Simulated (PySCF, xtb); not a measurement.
C₂H₄O₂. Atoms are numbered in the order given.

```xyz
8

C     -0.4020    -1.3655     0.0000
O      0.7319    -0.4839     0.0000
C      0.4370     0.8317     0.0000
O     -0.6760     1.3067     0.0000
H     -1.0304    -1.1993    -0.8982
H      0.0065    -2.3913     0.0000
H     -1.0304    -1.1993     0.8982
H      1.3963     1.4103     0.0000
```
Charge 0, spin multiplicity 1.

Geometry: PBE-D3(BJ)/def2-SVP. Other conformers were not sampled.

The numbers are results of IEF-PCM-PBE0/def2-SVP (PySCF 2.14.0), not measurements.

The values are the electrostatic part of the solvation free energy, E(continuum) − E(gas) at the gas-phase geometry, in a cavity of scaled van der Waals radii (PySCF's table); cavitation and dispersion terms are not included. In vacuum the orbital gap is 8.34 eV. The dipole moment in vacuum is 1.80 D.

Computed values in water (ε = 78.36), acetonitrile (ε = 35.69), dichloromethane (ε = 8.93):
| solvent | ε | ΔG(elec) (kcal/mol) | dipole (D) | gap (eV) |
|---|---|---|---|---|
| water | 78.36 | -4.6 | 2.18 | 8.45 |
| acetonitrile | 35.69 | -4.5 | 2.17 | 8.45 |
| dichloromethane | 8.93 | -3.9 | 2.13 | 8.44 |

For comparison, GFN2-xTB/ALPB(water) (xtb, at the GFN2-xTB geometry, all terms of that model) gives -2.4 kcal/mol.
